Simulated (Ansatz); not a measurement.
**hcp Co**

Method: PBE-D3(BJ) (plane waves, PAW; Ansatz, a quantum-chemistry and plane-wave program).

Numerical settings: plane-wave cutoff 500 eV, 36×36×18 k mesh (along the axes of the cell as run), Fermi–Dirac smearing 0.1 eV, spin-polarised with parallel moments, scalar-relativistic PAW data made under PBE.

Cell (relaxed at this level):

```cif
data_Co2
_chemical_formula_sum 'Co2'
_space_group_name_H-M_alt 'P63/mmc'
_space_group_IT_number 194
_space_group_name_Hall '-P 6c 2c'
_cell_length_a 2.46923
_cell_length_b 2.46923
_cell_length_c 3.99597
_cell_angle_alpha 90.000
_cell_angle_beta 90.000
_cell_angle_gamma 120.000
loop_
_atom_site_label
_atom_site_type_symbol
_atom_site_symmetry_multiplicity
_atom_site_Wyckoff_symbol
_atom_site_fract_x
_atom_site_fract_y
_atom_site_fract_z
_atom_site_occupancy
Co1 Co 2 c 0.33333 0.66667 0.25000 1
```

| Quantity | Result |
|---|---|
| magnetic moment per atom (the cell's total over its atoms) | 1.59 μB |

Moments are spin moments.

Computed values are for the static lattice.

Computing time: roughly 13 core-minutes.
